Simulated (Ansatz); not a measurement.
**H2S + C2H radical: a complex and its separated parts**

Aim: how far the complex at one end of a reaction step lies below its separated, relaxed parts, level by level.

The runs use Ansatz 0.2.0, Gaussian basis; PBE0-D4/def2-TZVP structures, single points in def2-TZVPP, no counterpoise correction.

Levels: SPW92, PBE-D4, BLYP-D4, r2SCAN-D4, B97M-V, PBE0-D4, B3LYP-D4, r2SCAN0-D4, BHLYP-D4, CAM-B3LYP-D4, wB97X-V, wB97M-V, B2PLYP, PBE-QIDH, RPA on PBE, Hartree-Fock, MP2, CCSD, CCSD(T).

Cores are frozen in the correlated methods. Orbitals are unrestricted. B3LYP uses VWN-RPA correlation. B2PLYP carries no dispersion term here.

78 further runs of the same task are left out: 78 set aside as unsound or not needed.

### 1 The system as given

The complex: 6 atoms, charge 0, spin multiplicity 2.

Atoms are counted from 1 here; the program's logs count them from 0.

Bond lengths: H1–S4 1.341 Å, C2–C3 1.218 Å, C3–H5 1.067 Å, S4–H6 1.341 Å. Angles: C2–C3–H5 172.6°, H1–S4–H6 93.0°.

As a file:

| atom | x (Å) | y (Å) | z (Å) |
| --- | --- | --- | --- |
| H1 | -1.5745 | 0.7979 | 0.8685 |
| C2 | 0.2317 | -0.3518 | -0.5523 |
| C3 | 1.0936 | -0.0184 | -1.3456 |
| S4 | -0.4981 | 0.3054 | 1.4984 |
| H5 | 1.8013 | 0.1719 | -2.1206 |
| H6 | -1.0538 | -0.9051 | 1.6517 |

Its parts: H2S holds atoms 1, 4, 6; C2H radical holds atoms 2, 3, 5. Each part counts its atoms afresh in its own runs.

### 2 Relaxing H2S alone

relax-a/in.yaml

```yaml
crystal:
  periodic: [false, false, false]
  atoms:
    - {symbol: H, position_ang: [-1.574529, 0.797910, 0.868506]}
    - {symbol: S, position_ang: [-0.498106, 0.305372, 1.498352]}
    - {symbol: H, position_ang: [-1.053829, -0.905141, 1.651679]}
basis:
  gaussian: {orbitals: def2-TZVP}
hamiltonian: {xc: pbe0, dispersion: d4}
relax: {f_tol: 0.005, max_steps: 200}
```

Run with:

```
> ansatz run in.yaml --threads 2 --pin off --events-out ev --progress --plain --max-ram 4352MiB
```

After this run come: Relaxing C2H radical alone; SPW92/def2-TZVPP; PBE-D4/def2-TZVPP; BLYP-D4/def2-TZVPP; r2SCAN-D4/def2-TZVPP; B97M-V/def2-TZVPP; PBE0-D4/def2-TZVPP; B3LYP-D4/def2-TZVPP; r2SCAN0-D4/def2-TZVPP; BHLYP-D4/def2-TZVPP; CAM-B3LYP-D4/def2-TZVPP; wB97X-V/def2-TZVPP; wB97M-V/def2-TZVPP; B2PLYP/def2-TZVPP; PBE-QIDH/def2-TZVPP; RPA on PBE/def2-TZVPP; CCSD(T)/def2-TZVPP; Vibrations of H2S; Vibrations of C2H radical.

Before running it: what results should come out? Wanted: complex less parts, CCSD(T)/def2-TZVPP; with zero-point energy; largest T1 diagnostic.

The runs gave:

```
                              quantity         value
complex less parts, CCSD(T)/def2-TZVPP  -35.0 kJ/mol
                with zero-point energy  -25.4 kJ/mol
                 largest T1 diagnostic         0.062
```

What this shows: At CCSD(T) the complex lies 35.0 kJ/mol below its parts. Among the functionals BHLYP-D4 lands nearest to CCSD(T) (-7.3 kJ/mol) and SPW92 farthest (-75.1 kJ/mol). By rung, the mean size of the error is: LDA 75.1, GGA 41.3, meta-GGA 21.7, hybrid 18.1, range-separated hybrid 19.3, double hybrid 15.7 kJ/mol. PBE-D4 gives a relative energy 43.9 kJ/mol too low, outside chemical accuracy (1 kcal/mol, 4.2 kJ/mol). No counterpoise was applied, and triple zeta lacks some correlation, so the CCSD(T) reference has a basis error of its own, and close matches with it are partly luck. The T1 diagnostic is large here, over the usual mark for main-group molecules (transition-metal compounds often pass it harmlessly), so CCSD(T) itself may be off. The unrestricted reference is spin-contaminated, which hurts MP2 most.
